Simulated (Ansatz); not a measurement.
Tetragonal perovskite BaTiO3 (room-temperature form, which distorts further on cooling) was calculated with r²SCAN+rVV10 (plane waves, PAW; Ansatz, a first-principles code).

Numerical settings: plane-wave cutoff 560 eV, 8×8×8 k mesh, Fermi–Dirac smearing 0.01 eV, no spin polarisation, scalar-relativistic PAW data made under PBE.

Cell (relaxed at this level):

BaTiO₃ is taken in the tetragonal space group P4mm (No. 99), Pearson symbol tP5. Lattice parameters: a = b = 3.967 Å, c = 4.065 Å, α = β = γ = 90.00°. Ba on 1a sees 12 O at 2.788–2.894 Å (cuboctahedral). Ti on 1b has 1 O at 1.837 Å and 4 O at 1.989 Å and 1 O at 2.228 Å (octahedral). O1 on 1b is coordinated by 1 Ti at 1.837 Å and 1 Ti at 2.228 Å and 4 Ba at 2.808 Å (octahedral). O2 on 2c has 2 Ti at 1.989 Å and 4 Ba at 2.788–2.894 Å (octahedral). (Neighbours: up to the widest gap in distance over summed covalent radii, below 1.35, at either atom; cation-cation and far metal-metal contacts left out.)

### Question
What does this level give for the bulk modulus, band gap, smallest direct gap on the k points sampled and pressure derivative B′ of the bulk modulus?

### Answer

* **bulk modulus**: 129 GPa
* **band gap**: 2.23 eV
* **smallest direct gap on the k points sampled**: 2.63 eV
* **pressure derivative B′ of the bulk modulus**: 8.6

Note: the relaxation could not lower the start's symmetry, so the cell can be a saddle point above a distorted one; the bulk modulus comes from volumes at which shape and atoms were relaxed.

Spin–orbit coupling is not included.

The computed numbers hold no vibrational or temperature effects.

Cost on a shared machine: roughly 11 core-minutes.
